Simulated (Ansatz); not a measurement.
# C3H8S2: the cost of one run

All numbers below are computed with Ansatz 0.2.0 (RKS B3LYP-D4/def2-SVP).

## (1) The structure to begin with

Bond lengths: C1–S2 1.775 Å, S2–C3 1.827 Å, C3–C4 1.538 Å, C3–S5 1.847 Å, C1–H6 1.138 Å, C1–H7 1.046 Å, C1–H8 1.123 Å, C3–H9 1.031 Å, C4–H10 1.066 Å, C4–H11 1.053 Å, C4–H12 1.149 Å, S5–H13 1.319 Å. Angles (14 of 20 angles, heavy atoms first): C1–S2–C3 98.1°, S2–C3–C4 111.0°, S2–C3–S5 108.3°, C4–C3–S5 105.1°, S2–C1–H6 108.7°, S2–C1–H7 114.0°, S2–C1–H8 108.1°, S2–C3–H9 109.1°, C4–C3–H9 114.6°, S5–C3–H9 108.5°, C3–C4–H10 111.7°, C3–C4–H11 116.5°, C3–C4–H12 106.6°, C3–S5–H13 94.7°.

Structure file:

```xyz
13

C    -1.5927    0.6623    1.0568
S     0.0563    1.2330    0.7299
C     0.3986    0.2039   -0.7408
C     0.7492   -1.2381   -0.3356
S     1.9185    0.8551   -1.5645
H    -2.0590    1.3306    1.8511
H    -1.6453   -0.3375    1.3592
H    -2.2192    0.8655    0.1470
H    -0.3909    0.2844   -1.3991
H     0.9253   -1.8557   -1.1866
H     1.4847   -1.3520    0.4100
H    -0.2005   -1.6883    0.1299
H     2.5955    1.0023   -0.4425
```

## (2) Relaxing end A

input.yaml

```yaml
crystal:
  periodic: [false, false, false]
  atoms:
    - { symbol: C, position_ang: [-1.5927, 0.6623, 1.0568] }
    - { symbol: S, position_ang: [0.0563, 1.233, 0.7299] }
    - { symbol: C, position_ang: [0.3986, 0.2039, -0.7408] }
    - { symbol: C, position_ang: [0.7492, -1.2381, -0.3356] }
    - { symbol: S, position_ang: [1.9185, 0.8551, -1.5645] }
    - { symbol: H, position_ang: [-2.059, 1.3306, 1.8511] }
    - { symbol: H, position_ang: [-1.6453, -0.3375, 1.3592] }
    - { symbol: H, position_ang: [-2.2192, 0.8655, 0.147] }
    - { symbol: H, position_ang: [-0.3909, 0.2844, -1.3991] }
    - { symbol: H, position_ang: [0.9253, -1.8557, -1.1866] }
    - { symbol: H, position_ang: [1.4847, -1.352, 0.41] }
    - { symbol: H, position_ang: [-0.2005, -1.6883, 0.1299] }
    - { symbol: H, position_ang: [2.5955, 1.0023, -0.4425] }
basis:
  gaussian: { orbitals: def2-SVP }
hamiltonian:
  xc: b3lyp
  dispersion: d4
relax:
  f_tol: 0.02
  max_steps: 50
```

On the command line:

```bash
$ ansatz run input.yaml --threads 2 --pin off --max-ram 3072MiB --backend cpu --events-out ev --progress --plain --runs-dir out
```

Q: Estimate wall time and peak memory on 2 threads of AMD EPYC 9R45 (Zen 5), shared host.

About 13 s, with a peak of 0.31 GiB.
